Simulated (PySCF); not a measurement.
PySCF input (M06-L/def2-TZVPD):

```python
from pyscf import gto, scf, dft

mol = gto.M(
    atom='''
    B    -0.13507983   -0.08356759   -0.00055119
    F    -1.20106340   -0.74304188   -0.00490091
    F     0.15531140    1.17784433   -0.42166963
    F     1.12079636   -0.38837601    0.42687676
    ''',
    basis='def2-tzvpd',
    charge=1,
    spin=1,
    verbose=4,
)

mf = dft.UKS(mol, xc='m06l').density_fit(auxbasis='def2-universal-jkfit')
mf.grids.level = 4
mf.conv_tol = 1e-9
mf.max_cycle = 100
mf.max_memory = 1500
mf.kernel()
if not mf.converged:
    mf = mf.newton()
    mf.kernel(mf.make_rdm1())
for _ in range(2):
    mo, _, stable, _ = mf.stability(return_status=True)
    if stable:
        break
    mf.kernel(mf.make_rdm1(mo, mf.mo_occ))
mf.analyze()
```

End of the output:

```
Extra cycle  E= -324.118687379478  delta_E= 4.31e-11  |g|= 1.22e-05  |ddm|= 1.33e-05
converged SCF energy = -324.118687379478  <S^2> = 0.75516897  2S+1 = 2.0051623
uhf_internal: lowest eigs of H = [0.0734951  0.10108027 0.11299039]
<class 'pyscf.df.df_jk.DFUKS'> wavefunction is stable in the internal stability analysis
**** SCF Summaries ****
Total Energy =                        -324.118687379478445
Nuclear Repulsion Energy =             111.037765555205894
One-electron Energy =                 -660.919704259729087
Two-electron Energy =                  225.763251325044735
Two-electron Coulomb Energy =          260.884944190121814
DFT Exchange-Correlation Energy =      -35.121692865077065
HOMO-LUMO gap [eV] =                     1.341214945152799
**** MO energy ****
                             alpha | beta                alpha | beta
MO #1   energy= -24.9415237562756  | -24.9257445644377  occ= 1 | 1
MO #2   energy= -24.9415224443887  | -24.9257430596241  occ= 1 | 1
MO #3   energy= -24.8530872418209  | -24.8515850196165  occ= 1 | 1
MO #4   energy= -7.14033548494164  | -7.14128447627212  occ= 1 | 1
MO #5   energy= -1.63037821302471  | -1.57902636963873  occ= 1 | 1
MO #6   energy= -1.57688017758765  | -1.54461451936785  occ= 1 | 1
MO #7   energy= -1.54965615397426  | -1.51955279245026  occ= 1 | 1
MO #8   energy= -0.930454906514392 | -0.899746892406529 occ= 1 | 1
MO #9   energy= -0.865437035874201 | -0.847189266144286 occ= 1 | 1
MO #10  energy= -0.86448570068477  | -0.839236016049309 occ= 1 | 1
MO #11  energy= -0.825012761611333 | -0.810504860644233 occ= 1 | 1
MO #12  energy= -0.808003799642312 | -0.752240647638413 occ= 1 | 1
MO #13  energy= -0.779887349500217 | -0.745201262972393 occ= 1 | 1
MO #14  energy= -0.76770610759995  | -0.731236706789928 occ= 1 | 1
MO #15  energy= -0.736136404572093 | -0.718311406630299 occ= 1 | 1
MO #16  energy= -0.724236165493925 | -0.669022666094737 occ= 1 | 0
MO #17  energy= -0.29432195316349  | -0.295134501662758 occ= 0 | 0
MO #18  energy= -0.235860571113594 | -0.232389965530494 occ= 0 | 0
MO #19  energy= -0.136087631983347 | -0.132294745993588 occ= 0 | 0
MO #20  energy= -0.117162345937428 | -0.118746150924205 occ= 0 | 0
MO #21  energy= -0.10492111131716  | -0.105613369121499 occ= 0 | 0
MO #22  energy= -0.1044435756803   | -0.103443202673598 occ= 0 | 0
MO #23  energy= -0.0599939820784356 | -0.0596065135354799 occ= 0 | 0
MO #24  energy= -0.059105809436042 | -0.0586331994967082 occ= 0 | 0
MO #25  energy= -0.054446224055273 | -0.0554458934311347 occ= 0 | 0
MO #26  energy= -0.0521004935185828 | -0.0516211666939077 occ= 0 | 0
MO #27  energy= -0.0496026845327523 | -0.0513178280990551 occ= 0 | 0
MO #28  energy= -0.0445873540998731 | -0.0454468271232674 occ= 0 | 0
MO #29  energy= 0.00850528476793542 | 0.0076939906046609 occ= 0 | 0
MO #30  energy= 0.0189960650962647 | 0.0181909760058034 occ= 0 | 0
MO #31  energy= 0.0258106696270004 | 0.0231672254262772 occ= 0 | 0
MO #32  energy= 0.0350150278444676 | 0.0337812877690429 occ= 0 | 0
MO #33  energy= 0.0399397575362577 | 0.0404609826059265 occ= 0 | 0
MO #34  energy= 0.052017036680613  | 0.0526008961963929 occ= 0 | 0
MO #35  energy= 0.0549755819647653 | 0.0535391704320778 occ= 0 | 0
MO #36  energy= 0.0648665523292795 | 0.0638750226706371 occ= 0 | 0
MO #37  energy= 0.111447487251235  | 0.115336011553094  occ= 0 | 0
MO #38  energy= 0.118584325055608  | 0.118217312870671  occ= 0 | 0
MO #39  energy= 0.146770130660755  | 0.146033435213987  occ= 0 | 0
MO #40  energy= 0.177159530101177  | 0.177394155638181  occ= 0 | 0
MO #41  energy= 0.177452939736826  | 0.177574132433828  occ= 0 | 0
MO #42  energy= 0.216751172628104  | 0.217866818253967  occ= 0 | 0
MO #43  energy= 0.269623489272991  | 0.267945486237192  occ= 0 | 0
MO #44  energy= 0.296358392213157  | 0.292385759398711  occ= 0 | 0
MO #45  energy= 0.320667245520356  | 0.316051678746041  occ= 0 | 0
MO #46  energy= 0.338898645829838  | 0.335146530039788  occ= 0 | 0
MO #47  energy= 0.356309297408483  | 0.357630392416647  occ= 0 | 0
MO #48  energy= 0.380397605762157  | 0.382201549315296  occ= 0 | 0
MO #49  energy= 0.382449276911967  | 0.384212238472034  occ= 0 | 0
MO #50  energy= 0.383860269481076  | 0.38439905194368   occ= 0 | 0
MO #51  energy= 0.393399228966146  | 0.393478946491892  occ= 0 | 0
MO #52  energy= 0.405175965385337  | 0.406885426912762  occ= 0 | 0
MO #53  energy= 0.407377513970805  | 0.410442205844738  occ= 0 | 0
MO #54  energy= 0.412856213948133  | 0.413469689946332  occ= 0 | 0
MO #55  energy= 0.422186303411813  | 0.422635459568707  occ= 0 | 0
MO #56  energy= 0.430768041666497  | 0.4323947085242    occ= 0 | 0
MO #57  energy= 0.432765102483222  | 0.438204581179549  occ= 0 | 0
MO #58  energy= 0.461575804441519  | 0.464090556955313  occ= 0 | 0
MO #59  energy= 0.515907477679516  | 0.520108652904188  occ= 0 | 0
MO #60  energy= 0.548446024664401  | 0.550794728932793  occ= 0 | 0
MO #61  energy= 0.589158619658612  | 0.585055222217218  occ= 0 | 0
MO #62  energy= 0.619716366024053  | 0.62709759385127   occ= 0 | 0
MO #63  energy= 0.639171730450272  | 0.63955557637619   occ= 0 | 0
MO #64  energy= 0.71973967155053   | 0.721145824194857  occ= 0 | 0
MO #65  energy= 0.722707030372792  | 0.72591265510284   occ= 0 | 0
MO #66  energy= 0.731297294100398  | 0.731918825622978  occ= 0 | 0
MO #67  energy= 0.773133710522572  | 0.776776929851625  occ= 0 | 0
MO #68  energy= 0.804707127396725  | 0.806881310392981  occ= 0 | 0
MO #69  energy= 0.849851201270184  | 0.860729168868869  occ= 0 | 0
MO #70  energy= 0.859538500043853  | 0.861220153899733  occ= 0 | 0
MO #71  energy= 0.881252281416027  | 0.884357839549408  occ= 0 | 0
MO #72  energy= 0.931953231702213  | 0.935869847656996  occ= 0 | 0
MO #73  energy= 0.950309211048189  | 0.96174081173647   occ= 0 | 0
MO #74  energy= 0.981934766222739  | 0.986931777973634  occ= 0 | 0
MO #75  energy= 1.02469455242456   | 1.03077932911389   occ= 0 | 0
MO #76  energy= 1.14688374432247   | 1.16677946176376   occ= 0 | 0
MO #77  energy= 1.2394872131993    | 1.24609034137372   occ= 0 | 0
MO #78  energy= 1.24027120965178   | 1.25979495045964   occ= 0 | 0
MO #79  energy= 1.4091309109048    | 1.40967063984208   occ= 0 | 0
MO #80  energy= 1.43383734219676   | 1.43312690382466   occ= 0 | 0
MO #81  energy= 1.57190286215699   | 1.57773347169487   occ= 0 | 0
MO #82  energy= 1.57959752690983   | 1.58797564234077   occ= 0 | 0
MO #83  energy= 1.59061393911436   | 1.60319672277043   occ= 0 | 0
MO #84  energy= 1.63176085196673   | 1.63559420419005   occ= 0 | 0
MO #85  energy= 1.66978313021087   | 1.67925917899512   occ= 0 | 0
MO #86  energy= 1.67792068150725   | 1.68085720790068   occ= 0 | 0
MO #87  energy= 1.70438550778353   | 1.7179027924242    occ= 0 | 0
MO #88  energy= 1.74577732525264   | 1.75016851914257   occ= 0 | 0
MO #89  energy= 1.88274852619725   | 1.91772949269109   occ= 0 | 0
MO #90  energy= 1.97019281388546   | 1.99267781009262   occ= 0 | 0
MO #91  energy= 1.97852941783258   | 2.02617802143818   occ= 0 | 0
MO #92  energy= 2.11769203493217   | 2.13075006950318   occ= 0 | 0
MO #93  energy= 2.1278343868763    | 2.14809320803241   occ= 0 | 0
MO #94  energy= 2.15074919967665   | 2.15480304895145   occ= 0 | 0
MO #95  energy= 2.40145030768812   | 2.4103407946898    occ= 0 | 0
MO #96  energy= 2.4017412450767    | 2.41807990231425   occ= 0 | 0
MO #97  energy= 2.43862238622176   | 2.45387641137582   occ= 0 | 0
MO #98  energy= 2.46335033636002   | 2.47121293004859   occ= 0 | 0
MO #99  energy= 2.5475359561449    | 2.56038034472111   occ= 0 | 0
MO #100 energy= 2.6483987150478    | 2.65440075430811   occ= 0 | 0
MO #101 energy= 2.70348206445553   | 2.70867183714464   occ= 0 | 0
MO #102 energy= 2.72173944120028   | 2.73930796251187   occ= 0 | 0
MO #103 energy= 2.7287451887003    | 2.74947106947549   occ= 0 | 0
MO #104 energy= 2.78211882895733   | 2.79059896221609   occ= 0 | 0
[...]
```
